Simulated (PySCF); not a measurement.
C5H7O (charge +1).
SMILES with atom numbers: `[CH2:1]=[CH:2][CH2:3][CH2:4][C:5]#[O+:6]` (hydrogens: H7, H8 on C1; H9 on C2; H10, H11 on C3; H12, H13 on C4)

Structure used (PBE0-D3(BJ)/def2-SVP), in Å, numbered top down from 1:
```xyz
13
C5H7O angstrom
C     -2.2646    0.0227    0.5495
C     -1.2306   -0.5138   -0.0994
C      0.0542    0.2136   -0.3385
C      1.1982   -0.5100    0.4562
C      2.4511    0.1409    0.3078
O      3.4046    0.7081    0.1599
H     -2.2305    1.0355    0.9641
H     -3.1985   -0.5316    0.6714
H     -1.3025   -1.5280   -0.5099
H     -0.0135    1.2578    0.0001
H      0.3239    0.2106   -1.4065
H      0.9898   -0.5368    1.5443
H      1.3438   -1.5553    0.1192
```

All values: PBE0/def2-SVPD (PySCF, non-relativistic), on one gas-phase PBE0-D3(BJ)/def2-SVP geometry that isn't relaxed in the solvent. The solvent is an IEF-PCM continuum (van der Waals radii × 1.2), and excitations are vertical TDDFT with non-equilibrium linear response and a frozen core. Only the electrostatic response of the medium enters.

```csv
run,E − E(gas) (kcal/mol),HOMO (eV),HOMO–LUMO gap (eV),lowest singlet (eV),static polarisability (au)
gas,0.00,-12.04,4.29,3.42,62.1
P,-34.05,-9.71,4.70,3.83,69.3
Q,-55.34,-8.41,5.08,4.21,76.6
```

Problem. The runs were made in benzene and dichloromethane. Which run belongs to which solvent?

Solution. P = benzene, Q = dichloromethane. The dielectric constants are 2.271 (benzene), 8.93 (dichloromethane), and the energy falls further as ε rises. The optical constants n² used for the excitations are 2.25, 2.03 in the same order. In this model the ground state sees the solvent through ε alone.

Problem. How constant is the ratio of the lowering to 1 − 1/ε?

Solution. 
```json
{"solvent": "benzene", "1 − 1/ε": "0.560", "E − E(gas) (kcal/mol)": "-34.05", "ratio (kcal/mol)": "-60.8", "polarisation term (kcal/mol)": "-34.55"}
{"solvent": "dichloromethane", "1 − 1/ε": "0.888", "E − E(gas) (kcal/mol)": "-55.34", "ratio (kcal/mol)": "-62.3", "polarisation term (kcal/mol)": "-57.14"}
```

The ratio changes by +2.4 % in size from benzene to dichloromethane. The polarisation term is half the interaction of the solute with the induced surface charges.

Rough CPU time on one thread of a shared machine: about 40 s. This is the whole response run at PBE0/def2-SVPD in dichloromethane, SCF included.
